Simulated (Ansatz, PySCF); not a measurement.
Breaking a bond: SMILES C=CF (C₂H₃F). The C2–F6 bond (C2 also carries C, H; F6 carries nothing else) is pulled apart rigidly from the PBE0/def2-TZVP optimised geometry.

Computed with: RKS-B3LYP/6-31G* = restricted B3LYP/6-31G*, spherical d (PySCF 2.14.0); RKS-B3LYP = restricted B3LYP/cc-pVTZ in Ansatz (a program for electronic structure); UHF/cc-pVTZ (Ansatz); RHF/cc-pVTZ (Ansatz).

Energies are in kJ/mol, each relative to the lowest point of its own curve near equilibrium.

```csv
R / Å,RKS-B3LYP/6-31G*,RKS-B3LYP,UHF,RHF
1.06,318.0,297.5,273.6,273.6
1.13,152.8,142.4,123.3,123.3
1.20,59.6,55.0,41.7,41.7
1.25,23.2,21.2,12.5,12.5
1.31,2.9,2.5,0.0,0.0
1.34,0.0,0.0,0.7,0.7
1.36,0.2,0.3,3.2,3.2
1.44,13.8,13.8,26.1,26.1
1.48,26.5,26.0,43.1,43.1
1.55,54.6,53.0,78.9,78.9
1.65,102.6,99.0,137.4,137.4
1.82,191.0,183.7,239.9,242.7
1.99,276.2,265.2,296.0,342.6
2.21,373.0,357.2,322.7,455.6
2.40,442.8,423.1,331.5,537.4
2.72,534.3,508.4,337.3,646.9
2.89,571.9,542.7,338.6,693.5
3.28,635.6,600.3,340.1,778.6
3.65,674.3,635.6,340.7,838.7
4.00,696.9,658.0,341.0,882.2
4.65,717.7,682.5,341.3,937.7
```

At the longest distance, 4.65 Å, RHF lies highest above its minimum (937.7 kJ/mol) and UHF lowest (341.3 kJ/mol).

The restricted form behind RKS-B3LYP/6-31G*, RKS-B3LYP, RHF keeps the bonding electrons paired and can't separate into open-shell fragments. The unrestricted determinant behind UHF is spin-contaminated at 1.82 to 4.65 Å (<S²> up to 1.2, against 0.00 for a pure singlet).
